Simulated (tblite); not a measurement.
Compound: C5H8O (charge -1 and doublet state).
Cartesian coordinates in Å at the GFN2-xTB level; atoms count from 1:
```
atom  x, y, z in Å
C1     2.056    0.119   -0.127
O2     0.999   -0.758    0.056
C3    -0.331   -0.088   -0.035
C4    -1.314   -1.120    0.502
C5    -0.429    1.367    0.193
C6    -0.627    0.854   -1.133
H7     1.720    1.129    0.176
H8     2.904   -0.212    0.485
H9     2.374    0.165   -1.182
H10   -1.089   -1.372    1.543
H11   -2.327   -0.720    0.451
H12   -1.270   -2.042   -0.083
H13   -1.131    1.853    0.884
H14   -1.536    0.825   -1.752
```

Computed geometry: GFN2-xTB, gas phase. This method treats the open shell by occupation alone, without spin polarisation.

Masses are those of the commonest isotopes; rigid-rotor values at the optimised geometry. The values belong to one conformer with, in the numbering `[CH3:1][O:2][C:3]1([CH3:4])[CH:5][CH-:6]1`, C1–O2–C3–C4 -167°.

(1) Give the principal moments of inertia and the rotational constants in MHz.

(2) Classify the top.

(3) What does the inertial defect say?

(4) Give the other two planar moments, Paa and Pbb, and the rms extents of the mass along the axes.

(5) Where do the levels up to J = 2 lie, in MHz?

(6) Estimate the classical rotational partition function at 25 K, 50 K and 200 K.

## Answers

(1) Ia = 94.55, Ib = 144.08, Ic = 198.88 u·Å²; 505379 MHz·u·Å²/I gives A = 5345, B = 3508, C = 2541 MHz.

(2) An asymmetric top. Ray's parameter κ = (2B − A − C)/(A − C) = -0.311; −1 is the prolate and +1 the oblate limit.

(3) Not planar: Δ = Ic − Ia − Ib = -39.74 u·Å². For a rigid frame Δ = −2 Σ m c², so Σ m c² = 19.87 u·Å² lies off the ab plane: 7.27 from hydrogen and 12.60 from heavier atoms. The atom farthest from that plane is 1.50 Å away.

(4) Paa = Σ m a² = (Ib + Ic − Ia)/2 = 124.20 and Pbb = Σ m b² = (Ia + Ic − Ib)/2 = 74.67 u·Å². With the mass M = 84.06 u, the rms extents √(P/M) along a, b and c are 1.22, 0.94, 0.49 Å.

(5) Above 0(0,0):
J = 1: 1(0,1) 6049, 1(1,1) 7887, 1(1,0) 8853
J = 2: 2(0,2) 17854, 2(1,2) 19018, 2(1,1) 21917, 2(2,1) 27430, 2(2,0) 27723
The levels of one J sum to (2J + 1)J(J + 1)(A + B + C)/3.

(6) Point group C1, symmetry number σ = 1; q = (√π/σ)·√((kT/h)³/(ABC)), k/h = 20836.6 MHz/K: 3050 at 25 K, 8630 at 50 K, 69100 at 200 K.

For this open shell read J as N, the rotation without spin; fine and hyperfine splittings come on top. Its GFN2-xTB frequencies are all real (lowest 46 cm⁻¹). Whether the extra electron is bound in the gas phase wasn't checked; a finite basis holds it in any case. These are rigid-rotor constants of the computed structure; measured ground-state constants (B0) also hold zero-point vibration.
